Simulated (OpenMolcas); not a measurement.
# triplet BPH4: a chain of runs

Wanted: a single-point energy (UHF/STO-3G), then the energy (CASSCF(2,2)/STO-3G), then a single-point energy (CASPT2(2,2)/STO-3G), then the energy (SC-NEVPT2(2,2)/STO-3G), then the energy (MRCI(2,2)/STO-3G) of triplet BPH4. 

The calculation is run with OpenMolcas 26.06.

## Step 1: The molecule

The species is BPH4 (6 atoms), meant as a triplet with charge 0. SMILES of the parent species: `BP`. Geometry: relaxed at GFN2-xTB. That shape belongs to the parent species and isn't relaxed for this state.

Bond lengths: B1–P2 1.841 Å, B1–H3 1.169 Å, B1–H4 1.169 Å, P2–H5 1.378 Å, P2–H6 1.378 Å. Angles: B1–P2–H5 103.7°, B1–P2–H6 103.7°, P2–B1–H3 119.5°, P2–B1–H4 119.5°, H5–P2–H6 96.8°, H3–B1–H4 120.3°.

## Step 2: The energy at UHF/STO-3G (run 1)

File input.xyz:

```xyz
6

B      0.002660    -0.867960     0.118880
P      0.378740     0.928770     0.259630
H     -0.777460    -1.351190     0.842930
H      0.659230    -1.540870    -0.575930
H      0.599110     1.319050    -1.043720
H     -0.862270     1.512200     0.398210
```

File step1.input:

```
* BH4P Hartree-Fock

&GATEWAY
  BasLib = $CurrDir
  Coord = input.xyz
  Basis = STO-3G
  Group = NoSym

&SEWARD

&SCF
  UHF
  Spin = 3
  Scramble = 0.25
  PrOrbitals = 1 1
```

The basis set STO-3G is read from a file made from the Basis Set Exchange's data (not shown).

The run is started by

```console
export MOLCAS_MEM=1860
pymolcas step1.input > step1.log
```

What it wrote:

```text
--- Start Module: gateway ---
[...]
--- Stop Module: gateway /rc=_RC_ALL_IS_WELL_ ---
--- Start Module: seward ---
[...]
      Basis functions           18
--- Stop Module: seward /rc=_RC_ALL_IS_WELL_ ---
--- Start Module: scf ---
[...]
       Convergence after  17 Iterations
[...]
::    Total SCF energy                               -363.4294437766
[...]
      Total spin, S                                     1.0045490459
[...]
      Total electronic charge=   24.000000
      Total            charge=   -0.000000
[...]
      Dipole Moment (debye):
      Origin of the operator (angstrom)=    0.2472    0.4162    0.1949
                   X=  1.0027E+00               Y=  5.4902E+00               Z=  2.8142E-01           Total=  5.5881E+00
      Quadrupole Moment (debye*angstrom):
[...]
--- Stop Module: scf /rc=_RC_ALL_IS_WELL_ ---
[...]
```

Wall time 1.9 s (1 thread of Arm Neoverse V1, shared host); peak memory 0.37 GiB.

## Step 3: A single-point energy at CASSCF(2,2)/STO-3G (run 2)

input.xyz is that of step 2.

File step2.inp:

```
* BH4P CASSCF
&gateway
baslib
$CurrDir
coord
input.xyz
basis
STO-3G
group
NoSym
&seward
&rasscf
fileorb
$CurrDir/step1.UnaOrb
spin
3
nactel
2 0 0
inactive
11
ras2
2
orblisting
Nothing
orbappear
Compact
```

The basis set STO-3G is read from a file made from the Basis Set Exchange's data (not shown).

The run is started by

```console
export MOLCAS_MEM=1860
pymolcas step2.inp > step2.log
```

What it wrote:

```text
--- Start Module: gateway ---
[...]
--- Stop Module: gateway /rc=_RC_ALL_IS_WELL_ ---
--- Start Module: seward ---
[...]
      Basis functions           18
--- Stop Module: seward /rc=_RC_ALL_IS_WELL_ ---
--- Start Module: rasscf ---
[...]
      Number of active orbitals                  2
[...]
      Spin quantum number                      1.0
[...]
      Active orbitals                            2
[...]
      Number of CSFs                             1
[...]
      Number of root(s) required                 1
[...]
      Convergence after 12 iterations
[...]
      printout of CI-coefficients larger than  0.05 for root  1
      energy=    -363.425556
      conf/sym  11     Coeff  Weight
             1  uu   1.00000 1.00000
      Natural orbitals and occupation numbers for root  1
      sym 1:   1.000000   1.000000
      ************************************************************************************************************************
      *                                                    Final results                                                     *
[...]
::    RASSCF root number  1 Total energy:   -363.42555643
[...]
      Total electronic charge=   24.000000
      Total            charge=   -0.000000
[...]
      Dipole Moment (debye):
      Origin of the operator (angstrom)=    0.2472    0.4162    0.1949
                   X=  1.0285E+00               Y=  5.4786E+00               Z=  3.0913E-01           Total=  5.5829E+00
      Quadrupole Moment (debye*angstrom):
[...]
--- Stop Module: rasscf /rc=_RC_ALL_IS_WELL_ ---
[...]
```

Run time: 1.9 s. Hardware: 1 thread of Arm Neoverse V1, shared host; peak memory 0.37 GiB.

## Step 4: A single-point energy at CASPT2(2,2)/STO-3G (run 3)

input.xyz is that of step 3.

File step3.input:

```
>>> EXPORT MOLCAS_PRINT=2

&gateway
 baslib=$CurrDir
 coord=input.xyz
 basis=STO-3G
 group=NoSym

&seward

&rasscf
 fileorb=$CurrDir/step2.RasOrb
 spin=3
 nactel=2 0 0
 inactive=11
 ras2=2
 orblisting=Nothing
 orbappear=Compact

&caspt2
 imaginary=0.1
 frozen=6
```

The basis set STO-3G is read from a file made from the Basis Set Exchange's data (not shown).

The run is started by

```console
export MOLCAS_MEM=1860
pymolcas step3.input > step3.log
```

What it wrote:

```text
--- Start Module: gateway ---
[...]
--- Stop Module: gateway /rc=_RC_ALL_IS_WELL_ ---
[...]
      Basis functions           18
[...]
--- Start Module: rasscf ---
[...]
      Number of active orbitals                  2
[...]
      Spin quantum number                      1.0
[...]
      Active orbitals                            2
[...]
      Number of CSFs                             1
[...]
      Number of root(s) required                 1
[...]
      Convergence after  4 iterations
[...]
      printout of CI-coefficients larger than  0.05 for root  1
      energy=    -363.425556
      conf/sym  11     Coeff  Weight
             1  uu   1.00000 1.00000
      Natural orbitals and occupation numbers for root  1
      sym 1:   1.000000   1.000000
      ************************************************************************************************************************
      *                                                    Final results                                                     *
[...]
::    RASSCF root number  1 Total energy:   -363.42555643
[...]
      Total electronic charge=   24.000000
      Total            charge=   -0.000000
[...]
      Dipole Moment (debye):
      Origin of the operator (angstrom)=    0.2472    0.4162    0.1949
                   X=  1.0285E+00               Y=  5.4786E+00               Z=  3.0912E-01           Total=  5.5829E+00
      Quadrupole Moment (debye*angstrom):
[...]
--- Stop Module: rasscf /rc=_RC_ALL_IS_WELL_ ---
--- Start Module: caspt2 ---
[...]
 ###    WARNING: User changed nr of frozen orbitals.                         ###
 ###############################################################################
[...]
      E2 (Variational):          -0.0617867765
      Total energy:            -363.4873432104
[...]
      Reference weight:           0.97168
[...]
::    CASPT2 Root  1     Total energy:   -363.48734321
[...]
--- Stop Module: caspt2 /rc=_RC_ALL_IS_WELL_ ---
[...]
```

Wall time 1.9 s (1 thread of Arm Neoverse V1, shared host); peak memory 0.37 GiB.

## Step 5: The energy at SC-NEVPT2(2,2)/STO-3G (run 4)

input.xyz is that of step 4.

File step4.inp:

```
>>> EXPORT MOLCAS_PRINT=2

&GATEWAY
  BASLIB=$CurrDir
  COORD=input.xyz
  BASIS=STO-3G
  GROUP=NoSym

&SEWARD

&RASSCF
  FILEORB=$CurrDir/step2.RasOrb
  SPIN=3
  NACTEL=2 0 0
  INACTIVE=11
  RAS2=2
  ORBLISTING=Nothing
  ORBAPPEAR=Compact

&CASPT2
  SC-NEVPT2
  FROZEN=6
```

The basis set STO-3G is read from a file made from the Basis Set Exchange's data (not shown).

The run is started by

```console
export MOLCAS_MEM=1860
pymolcas step4.inp > step4.log
```

What it wrote:

```text
--- Start Module: gateway ---

                                              &GATEWAY

                       available to each process: 1.9 GB of memory, 1 thread

 Basis Set     1 Label: B.STO-3G
 Basis set is read from library:.
 basistype.tbl is not found

 Basis Set     2 Label: P.STO-3G
 Basis set is read from library:.
 basistype.tbl is not found

 Basis Set     3 Label: H.STO-3G
 Basis set is read from library:.
 basistype.tbl is not found

++    Symmetry information:
      ---------------------

                    Character Table for C1

                             E
                    a        1  x, y, xy, Rz, z, xz, Ry, yz, Rx, I
--

++    Basis set information:
      ----------------------

      Basis set label: B.STO-3G.........

[... 202 lines left out ...]
                                         RASSCF iterations: Energy and convergence statistics
[... 19 lines left out ...]
      printout of CI-coefficients larger than  0.05 for root  1
[... 4 lines left out ...]
      Natural orbitals and occupation numbers for root  1
[... 10 lines left out ...]
      RASSCF energy for state  1                   -363.42555643
[... 13 lines left out ...]
      Von Neumann Entropy (Root   1) =  1.00000
[... 57 lines left out ...]
      Spin density orbitals for root   1 are written to the SPDORB.1 file
[... 74 lines left out ...]
 Compute H0 matrices for state    1
[... 4 lines left out ...]
********************************************************************************
  NEVPT2 EQUATION SOLUTION
--------------------------------------------------------------------------------
 ###############################################################################
 ###    Location: AixRd                                                      ###
 ###    File: LUCIEX                                                         ###
 ###    Premature abort while reading buffer from disk                       ###
 ###    End of file reached                                                  ###
 ###############################################################################

--- Stop Module: caspt2 /rc=-6 ---

.########################.
.# Non-zero return code #.
.########################.

    Timing: Wall=1.57 User=1.14 System=0.42
```

Wall time 1.8 s (1 thread of Arm Neoverse V1, shared host); peak memory 0.37 GiB.

The job broke off with an error.

## Step 6: A single-point energy at MRCI(2,2)/STO-3G (run 5)

input.xyz is that of step 5.

File step5.input:

```
>>> EXPORT MOLCAS_PRINT=2

&GATEWAY
  BASLIB
  $CurrDir
  COORD
  input.xyz
  BASIS
  STO-3G
  GROUP
  NoSym

&SEWARD

&RASSCF
  FILEORB
  $CurrDir/step2.RasOrb
  SPIN
  3
  NACTEL
  2 0 0
  INACTIVE
  11
  RAS2
  2
  ORBLISTING
  Nothing
  ORBAPPEAR
  Compact

&MOTRA
  LUMORB
  FROZEN
  6

&GUGA
  ELECTRONS
  12
  SPIN
  3
  INACTIVE
  5
  ACTIVE
  2
  CIALL
  1

&MRCI
  SDCI
```

The basis set STO-3G is read from a file made from the Basis Set Exchange's data (not shown).

The run is started by

```console
export MOLCAS_MEM=1860
pymolcas step5.input > step5.log
```

What it wrote:

```text
--- Start Module: gateway ---
[...]
--- Stop Module: gateway /rc=_RC_ALL_IS_WELL_ ---
[...]
      Basis functions           18
[...]
      Number of active orbitals                  2
[...]
      Spin quantum number                      1.0
[...]
      Active orbitals                            2
[...]
      Number of CSFs                             1
[...]
      Number of root(s) required                 1
[...]
      Convergence after  4 iterations
[...]
      printout of CI-coefficients larger than  0.05 for root  1
      energy=    -363.425556
      conf/sym  11     Coeff  Weight
             1  uu   1.00000 1.00000
      Natural orbitals and occupation numbers for root  1
      sym 1:   1.000000   1.000000
      ************************************************************************************************************************
      *                                                    Final results                                                     *
[...]
::    RASSCF root number  1 Total energy:   -363.42555643
[...]
      Dipole Moment (debye):
      Origin of the operator (angstrom)=    0.2472    0.4162    0.1949
                   X=  1.0285E+00               Y=  5.4786E+00               Z=  3.0912E-01           Total=  5.5829E+00
      Quadrupole Moment (debye*angstrom):
[...]
      *** WARNING: Default frozen orbitals is overwritten by user input.
      *** Default values:   6
[...]
--- Start Module: guga ---
[...]
--- Stop Module: guga /rc=_RC_ALL_IS_WELL_ ---
--- Start Module: mrci ---
[...]
       (But an ACPF correction will be computed)
       USE THE DEFAULT ACPF G-VALUE GFAC=  0.16666666666666666
[...]
                      CI ENERGY:  -363.51373702
[...]
                ACPF CORRECTION:    -0.00464115
[...]
      Total electronic charge=   24.000000
      Total            charge=   -0.000000
[...]
     ACPF CORRECTION:     -0.00464115
[...]
  CI State   1     Total energy:   -363.51373702     QDav:     -0.00562862     QACPF:     -0.00464115
[...]
--- Stop Module: mrci /rc=_RC_ALL_IS_WELL_ ---
[...]
```

Run time: 1.9 s. Hardware: 1 thread of Arm Neoverse V1, shared host; peak memory 0.37 GiB.

## Step 7: Results

| quantity | value |
| --- | --- |
| run 1, UHF/STO-3G: total energy | -363.42944 Eh |
| run 1, UHF/STO-3G: dipole moment | 5.59 D |
| run 1, UHF/STO-3G: HOMO energy (highest over α and β) | -3.69 eV |
| run 1, UHF/STO-3G: LUMO energy (lowest over α and β) | 1.82 eV |
| run 1, UHF/STO-3G: ⟨S²⟩ | 2.014 |
| run 2, CASSCF(2,2)/STO-3G: total energy | -363.42556 Eh |
| run 2, CASSCF(2,2)/STO-3G: dipole moment (CASSCF density) | 5.58 D |
| run 3, CASPT2(2,2)/STO-3G: total energy | -363.48734 Eh |
| run 3, CASPT2(2,2)/STO-3G: dipole moment (CASSCF density) | 5.58 D |
| run 5, MRCI(2,2)/STO-3G: total energy | -363.51374 Eh |
| run 5, MRCI(2,2)/STO-3G: dipole moment (CASSCF density) | 5.58 D |
| run 4, SC-NEVPT2(2,2)/STO-3G | no result (crashed) |

What this shows: Mulliken charges (run 1, UHF/STO-3G) run from -0.23 on B1 to +0.57 on P2. Mulliken charges (run 3, CASPT2(2,2)/STO-3G) of the CASSCF density run from -0.23 on B1 to +0.57 on P2. 1 of the 5 runs did not end normally.
